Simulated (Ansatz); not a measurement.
Compare A (`CC1CCO1`) with its isomer B (`CC1COC1`).

Computed with Ansatz on PBE0-D4/def2-TZVP structures; ΔE is electronic, products minus reactants. CCSD(T)/CBS adds triple-zeta CCSD(T) − MP2 to the extrapolated MP2 energy (def2 sets, frozen cores). DFT in def2-TZVPP. B3LYP here is the variant with VWN-RPA as its local correlation; programs differ in this.

A:

Z-matrix (Å, degrees):
```
C
C 1 1.502
H 1 1.093 2 110.6
H 1 1.092 2 110.6 3 120.1
H 1 1.094 2 110.3 3 -119.6
C 2 1.534 1 118.9 3 -167.6
O 2 1.442 1 112.8 3 -62.8
H 2 1.099 1 110.2 3 60.4
C 6 1.528 2 84.4 1 125.6
H 6 1.089 2 117.0 1 -116.8
H 6 1.091 2 113.1 1 11.9
H 9 1.093 6 117.2 2 -124.5
H 9 1.096 6 114.4 2 106.0
```

B:

```xyz
13

C    -0.267   -0.941   -1.147
C     0.127    0.287   -0.366
C    -0.843    0.813    0.701
O     0.176    0.786    1.709
C     1.082    0.117    0.822
H    -1.083   -0.724   -1.843
H     0.572   -1.324   -1.734
H    -0.601   -1.739   -0.478
H     0.457    1.082   -1.038
H    -1.249    1.818    0.555
H    -1.664    0.124    0.936
H     2.049    0.626    0.764
H     1.243   -0.927    1.119
```

(1) Which isomer does CCSD(T)/CBS put lower? Give the gap. (Estimate.)

(2) Give E(B) − E(A) in kJ/mol with CCSD/def2-TZVPP, r2SCAN-D4, MP2/def2-TZVPP, PBE0-D4, B2PLYP, B3LYP-D4, CCSD(T)/def2-TZVPP. (Best estimate.)

Largest T1 diagnostic: 0.010.

Results:

(1) Computed: A, by 13.7 kJ/mol.

(2) Computed: CCSD/def2-TZVPP 13.1, r2SCAN-D4 14.9, MP2/def2-TZVPP 13.8, PBE0-D4 13.2, B2PLYP 14.0, B3LYP-D4 13.5, CCSD(T)/def2-TZVPP 13.3. None reverses the order clearly.
